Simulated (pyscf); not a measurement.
PH (SMILES [PH]) [triplet] + H₂O (SMILES O) → HO–PH• (SMILES O[PH]) + H• (SMILES [H]), a substitution at O (triplet surface; H–O broken, O–P formed). Single points on ωB97X-D3(BJ)/def2-SVP structures (PySCF, gas phase). Correlated levels are frozen-core, on RHF or UHF. ΔMP2 is the change of the MP2 total energy from the triple- to the quadruple-zeta basis. Energies in kcal/mol from the separated reactants.

Small-basis levels: PySCF, no dispersion term, spherical d functions. Open shells are spin-unrestricted. 

Task: Quick B3LYP/6-31G* single points give ΔE‡ = 40.3 kcal/mol and ΔE = +29.5 kcal/mol. What does CCSD(T)/def2-TZVPP + ΔMP2(QZVPP) give, and how far is the quick result from it?

Result: CCSD(T)/def2-TZVPP + ΔMP2(QZVPP) gives ΔE‡ = 51.6 kcal/mol and ΔE = +34.2 kcal/mol. B3LYP/6-31G* lies 11.3 kcal/mol under it in the barrier and 4.6 kcal/mol under it in the reaction energy, so on this step it does not hold to within 3.0 kcal/mol. CCSD(T)/def2-TZVPP + ΔMP2(QZVPP) has limits of its own. HO–PH• + H• also meet on a surface of lower spin, which isn't treated here. One saddle was located; it need not be the lowest between these sides. The angle at the attacked O is 149°. The CCSD(T) − MP2 part came from Ansatz, without density fitting, on the same reference.
